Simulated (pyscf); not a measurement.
Single points on ωB97X-D3(BJ)/def2-SVP structures (PySCF, gas phase). Correlated levels are frozen-core, on RHF or UHF. ΔMP2 is the change of the MP2 total energy from the triple- to the quadruple-zeta basis.

Estimate the classical barrier height and the reaction energy of [HC–NH₂] [singlet] → H₂C=NH at CCSD(T)/def2-TZVPP + ΔMP2(QZVPP). The step runs on the singlet surface, breaks H–N and forms C–H; take the reactant's lowest minimum found as zero.

ΔE‡ = 50.3 kcal/mol, ΔE = -35.6 kcal/mol. Zero-point energy shifts the barrier by -4.3 kcal/mol. It is a hydrogen shift, with an imaginary mode of 1986i cm⁻¹. One saddle was located; it need not be the lowest between these sides. The CCSD(T) − MP2 part came from Ansatz, without density fitting, on the same reference.
